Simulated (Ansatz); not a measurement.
Ansatz (a first-principles code) input (B3LYP-D3(BJ)/def2-TZVP):

Ansatz 0.2 input:
```yaml
crystal:
  periodic: [false, false, false]
  atoms:
    - {symbol: S, position_ang: [-1.55496945, 0.09185835, 0.02453173]}
    - {symbol: C, position_ang: [0.00193002, 0.00044076, 0.01679506]}
    - {symbol: S, position_ang: [1.55885614, -0.09071596, 0.00960266]}
basis:
  gaussian:
    orbitals: def2-TZVP
hamiltonian:
  xc: b3lyp
  dispersion: d3bj
total_charge: 1
magnetization: {spin_polarized: true, initial_magnetization: 1}
relax: {f_tol: 0.002, max_steps: 150}
```

End of the output:

```
reference -22699.65799590 eV, -834.1970449683 hartree; 19, 18 occupied and 86, 87 virtual orbitals, 722 factors
relax step   4: F+E_penalty+E_count = -22699.80068622 eV  Δ(F+E_penalty+E_count) = -2.733e-7 eV  max|allowed force component| = 1.314e-4 eV/Å  Δτ_max = 0.0001 Å  (215 SCF iters, accepted)
integrals: 0.03 GiB planned
722 factors; their error is unknown
mean field: 0.39 GiB planned
mean field evaluation 192: about -22699.6578 eV, gradient 4.5e-6 eV
mean field evaluation 224: about -22699.5876 eV, gradient 2.6e0 eV
mean field -22699.65779390 eV, -834.1970375452 hartree, gradient 1.9e-10 eV, S^2 0.780940; 5 other end points of the search recorded, 0 dependent functions left out
the calculation of the forces begins
reference -22699.65799590 eV, -834.1970449683 hartree; 19, 18 occupied and 86, 87 virtual orbitals, 722 factors
Total energy: -22699.80088821 eV, -834.2022961642 hartree
Atom 0 at    -1.547067     0.091362     0.024398 Å, force     0.000046    -0.000068     0.000045 eV/Å
Atom 1 at     0.001938     0.000507     0.016986 Å, force    -0.000001     0.000131    -0.000091 eV/Å
Atom 2 at     1.550946    -0.090286     0.009545 Å, force    -0.000045    -0.000063     0.000046 eV/Å
Dipole moment:     0.000000     0.000004    -0.000004 e Å
```
